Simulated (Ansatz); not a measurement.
# C₂H₄B radical: single points off equilibrium

The task here is to estimate one member of a computed series from the others.

Program: Ansatz 0.2.0, Gaussian basis. Level of theory: single points in def2-TZVPP. These are calculated values, not measurements.

Correlated methods freeze the cores. Orbitals are unrestricted.

**The starting structure**

SMILES `B[C]=C`, 7 atoms, charge 0, spin multiplicity 2.

Atoms are counted from 1 here; the program's logs count them from 0.

Bond lengths: B1–C2 1.453 Å, B1–H4 1.146 Å, B1–H5 1.147 Å, C2–C3 1.246 Å, C3–H6 1.000 Å, C3–H7 1.078 Å. Angles: C2–B1–H4 120.4°, C2–B1–H5 118.0°, H4–B1–H5 121.5°, B1–C2–C3 177.7°, C2–C3–H6 127.3°, C2–C3–H7 117.3°, H6–C3–H7 115.3°.

Geometry (Å):

```
B    -1.06180    0.40240   -0.74110
C     0.08020   -0.02350    0.04950
C     1.05100   -0.43570    0.71240
H    -2.02460   -0.21850   -0.75160
H    -0.95330    1.35160   -1.37650
H     1.67590   -1.17950    0.47330
H     1.29940    0.10330    1.61270
```

The first run:

run/in.yaml

```yaml
crystal:
  periodic: [false, false, false]
  atoms:
    - {symbol: B, position_ang: [-1.061800, 0.402400, -0.741100]}
    - {symbol: C, position_ang: [0.080200, -0.023500, 0.049500]}
    - {symbol: C, position_ang: [1.051000, -0.435700, 0.712400]}
    - {symbol: H, position_ang: [-2.024600, -0.218500, -0.751600]}
    - {symbol: H, position_ang: [-0.953300, 1.351600, -1.376500]}
    - {symbol: H, position_ang: [1.675900, -1.179500, 0.473300]}
    - {symbol: H, position_ang: [1.299400, 0.103300, 1.612700]}
basis:
  gaussian: {orbitals: def2-TZVPP}
magnetization: {spin_polarized: true, initial_magnetization: 1}
correlation: {method: ccsd_t}
scf: {omitted_lower_state_checks: [cluster_reference]}
output: {forces: true}
```

No record of the launch command was kept for these runs.

Among the steps run: CCSD(T)/def2-TZVPP; PBE0-D4/def2-TZVPP; wB97M-V/def2-TZVPP; r2SCAN-D4/def2-TZVPP; PBE-D4/def2-TZVPP; revPBE-D4/def2-TZVPP; r2SCANh-D4/def2-TZVPP.

One of the session's tables, all rows but one given; the rest of the session is left out.

| method | RMS force component (eV/Å) | angle to CCSD(T) forces (°) | dipole (D) |
| --- | --- | --- | --- |
| CCSD(T) | 1.404 | reference | 1.54 |
| PBE0-D4 | 1.319 | 9.8 | 1.57 |
| wB97M-V | 1.270 | 8.5 | 1.61 |
| r2SCAN-D4 | ? | ? | ? |
| PBE-D4 | 1.410 | 9.7 | 1.69 |
| revPBE-D4 | 1.437 | 7.7 | 1.68 |
| r2SCANh-D4 | 1.300 | 9.1 | 1.56 |

Estimate the missing values for r2SCAN-D4.

**Answer.** RMS force component (eV/Å): 1.326; angle to CCSD(T) forces (°): 8.8; dipole (D): 1.60. In the column «RMS force component (eV/Å)» it lies between PBE0-D4 (1.319) and CCSD(T) (1.404).
